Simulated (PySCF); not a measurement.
First SCF of a structure search on singlet H4SO, at a hand-made square pyramidal (ligand arrangement 1) geometry. PySCF input:

```python
from pyscf import gto, scf, dft
mol = gto.M(atom='''
S      0.000000     0.000000     0.000000
O     -0.000000    -1.477000    -0.313900
H      0.000000     0.000000     1.350000
H      1.320500     0.000000    -0.280700
H      0.000000     1.320500    -0.280700
H     -1.320500     0.000000    -0.280700''',
    basis={'S': 'def2-TZVP', 'O': 'def2-TZVP', 'H': 'def2-TZVP'},
    charge=0, spin=0)
mf = dft.RKS(mol, xc='PBE0')
mf.grids.atom_grid = (50, 194)
aux = {'S': 'def2-universal-JKFIT', 'O': 'def2-universal-JKFIT', 'H': 'def2-universal-JKFIT'}
mf = mf.density_fit(auxbasis=aux)
mf.conv_tol = 1e-08
mf.diis_space = 10
mf.max_cycle = 60
mf.init_guess = 'minao'
mf.verbose = 4
mf.kernel()
```

Excerpt of the output (cycles and frontier levels):

```
init E= -475.989879166005
  HOMO = -0.295614795394592  LUMO = -0.0596308680959875  gap/eV = 6.42145
cycle= 1 E= -475.252814330295  delta_E= 0.737  |g|= 1.01  |ddm|= 1.78
  HOMO = -0.0398220775710023  LUMO = -0.0285960199988548  gap/eV = 0.30548
cycle= 2 E= -471.74805546822  delta_E=  3.5  |g|=  3.2  |ddm|= 7.83
  HOMO = -0.299712354198488  LUMO = -0.0396638447152547  gap/eV = 7.07628
cycle= 3 E= -475.435412161731  delta_E= -3.69  |g|= 0.288  |ddm|= 7.74
  HOMO = -0.252713928575978  LUMO = -0.0258746316701747  gap/eV = 6.17261
cycle= 4 E= -475.457278261105  delta_E= -0.0219  |g|= 0.106  |ddm|= 0.322
  HOMO = -0.26372446544686  LUMO = -0.0288141246979259  gap/eV = 6.39224
cycle= 5 E= -475.459313152761  delta_E= -0.00203  |g|= 0.0242  |ddm|= 0.0864
  HOMO = -0.26098230954339  LUMO = -0.0251667390054147  gap/eV = 6.41687
cycle= 6 E= -475.459426254578  delta_E= -0.000113  |g|= 0.00614  |ddm|= 0.0236
  HOMO = -0.261750347185517  LUMO = -0.0259578738432327  gap/eV = 6.41624
cycle= 7 E= -475.4594347374  delta_E= -8.48e-06  |g|= 0.00159  |ddm|= 0.00587
  HOMO = -0.261595016961892  LUMO = -0.025933833594074  gap/eV = 6.41267
cycle= 8 E= -475.45943531935  delta_E= -5.82e-07  |g|= 0.000227  |ddm|= 0.00145
  HOMO = -0.261567253781398  LUMO = -0.0259330985727633  gap/eV = 6.41193
cycle= 9 E= -475.459435332034  delta_E= -1.27e-08  |g|= 4.73e-05  |ddm|= 0.000214
  HOMO = -0.261564180388413  LUMO = -0.0259257433776939  gap/eV = 6.41205
cycle= 10 E= -475.459435332627  delta_E= -5.93e-10  |g|= 9.08e-06  |ddm|= 5.64e-05
  HOMO = -0.261566578791472  LUMO = -0.0259270559552395  gap/eV = 6.41208
Extra cycle  E= -475.459435332641  delta_E= -1.41e-11  |g|= 7.44e-06  |ddm|= 1.65e-05
converged SCF energy = -475.459435332641
```

No lower solution of this spin was found by a stability analysis within the restricted form, which does not test spin polarisation.

The search for the lowest solution, with the stability check, took 3.2 s on 2 threads of a shared Arm Neoverse V2 host, with 92 basis functions; the process peaked at 0.4 GiB.
